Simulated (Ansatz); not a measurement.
Process, species as SMILES: FCF → C atom + 2 F atom + 2 H atom
B3LYP-D3(BJ)/def2-TZVP geometries, fixed; electronic energies without zero-point terms.
Largest species:
```
C
F 1 1.3618
F 1 1.3618 2 108.56
H 1 1.0913 2 108.69 3 -118.06
H 1 1.0913 4 113.42 3 -121.01
```
Charge 0, spin multiplicity 1.

Core correlation in the atomisation energy at MP2 with Ansatz (an electronic-structure program), in kcal/mol: frozen core against all electrons. Core-valence sets carry the plain set on hydrogen. Open shells are unrestricted.

```json
[
 {"basis": "cc-pVDZ", "functions, most": "52", "frozen core": "410.15"},
 {"basis": "cc-pCVDZ", "functions, most": "64", "frozen core": "410.61"},
 {"basis": "cc-pVTZ", "functions, most": "118", "frozen core": "438.63"},
 {"basis": "cc-pCVTZ", "functions, most": "157", "frozen core": "438.57"},
 {"basis": "cc-pwCVTZ", "functions, most": "157", "frozen core": "438.83"},
 {"basis": "cc-pVQZ", "functions, most": "225", "frozen core": "446.06"},
 {"basis": "cc-pCVQZ", "functions, most": "312", "frozen core": "445.97"},
 {"basis": "cc-pwCVQZ", "functions, most": "312", "frozen core": "446.05"}
]
```

How large is the core term in each set?

The largest core-valence set, cc-pwCVQZ, gives a core term of 0.89 kcal/mol; the valence set cc-pVQZ, which lacks functions for the core, gives 2.83. By row: cc-pVDZ 1.01, cc-pCVDZ 0.85, cc-pVTZ 5.34, cc-pCVTZ 0.89, cc-pwCVTZ 0.88, cc-pVQZ 2.83, cc-pCVQZ 0.88, cc-pwCVQZ 0.89.
